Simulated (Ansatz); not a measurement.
# CH2BO (charge +1): two geometries relaxed

Program: Ansatz 0.2.0. Level of theory: RKS PBE0-D4/def2-SVP. These are calculated values, not measurements.

### 1 The system as given

Bond lengths: C1–B2 1.423 Å, B2–O3 1.219 Å, C1–H4 1.069 Å, O3–H5 0.960 Å. Angles: C1–B2–O3 179.5°, B2–C1–H4 179.7°, B2–O3–H5 179.7°.

Structure file:

```xyz
5

C    -0.7525   -0.3771    1.0169
B     0.0626    0.0265   -0.0779
O     0.7544    0.3810   -1.0173
H    -1.3636   -0.6856    1.8375
H     1.2991    0.6552   -1.7592
```

### 2 Relaxing end A

Contents of input.yaml:

```yaml
crystal:
  periodic: [false, false, false]
  atoms:
    - { symbol: C, position_ang: [-0.75249, -0.37708, 1.01688] }
    - { symbol: B, position_ang: [0.06259, 0.02654, -0.07787] }
    - { symbol: O, position_ang: [0.75436, 0.38095, -1.01729] }
    - { symbol: H, position_ang: [-1.36359, -0.68558, 1.83751] }
    - { symbol: H, position_ang: [1.29913, 0.65517, -1.75923] }
total_charge: 1
basis:
  gaussian: { orbitals: def2-SVP }
hamiltonian:
  xc: pbe0
  dispersion: d4
relax:
  f_tol: 0.02
  max_steps: 50
```

Started as:

```bash
ansatz run input.yaml --threads 1 --pin off --max-ram 2048MiB --backend cpu --events-out ev --progress --plain --runs-dir out
```

**Question.** How long does this run take on 1 thread of an Arm CPU, shared host, and how much memory does it need?

About 55 s, with a peak of 0.12 GiB.
